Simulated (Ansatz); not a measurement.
C6H12 can be A, `CCC=C(C)C`, or B, `CC(C)=C(C)C`.

Isolated molecules relaxed with PBE0-D4/def2-TZVP in Ansatz; ΔE leaves out vibrations. CCSD(T)/CBS is the MP2 limit (def2-TZVPP, def2-QZVPP) plus CCSD(T) − MP2 in def2-TZVPP, frozen cores. DFT in def2-TZVPP. B3LYP here is the variant with VWN-RPA as its local correlation; programs differ in this. Each species was taken in one conformer, which may not be the lowest.

Problem. Which is lower in electronic energy at CCSD(T)/CBS, and by how much? (Estimate.)

Solution. Computed: A, by 2.9 kcal/mol.

Problem. Give E(B) − E(A) in kcal/mol with B2PLYP, CCSD/def2-TZVPP, LDA (SPW92), B3LYP, MP2/def2-TZVPP, HF/def2-TZVPP, CCSD(T)/def2-TZVPP. (Best estimate.)

Solution. Ansatz gave: B2PLYP 3.5, CCSD/def2-TZVPP 3.5, LDA (SPW92) 0.9, B3LYP 3.8, MP2/def2-TZVPP 2.5, HF/def2-TZVPP 6.4, CCSD(T)/def2-TZVPP 2.9. None reverses the order clearly.

Largest T1 diagnostic: 0.009.

Leaving LDA and LC-ωPBE aside and taking each functional with its dispersion term where it has one, the values, not all of them listed here, spread over 2.0 kcal/mol, from revPBE-D4 to BHLYP-D4. LDA lies −1.7 kcal/mol from PBE without D4. In def2-TZVPP, CCSD(T) changes the Hartree–Fock value by −3.5 kcal/mol (the triples alone add −0.5 kcal/mol) and MP2 by −4.0 kcal/mol.
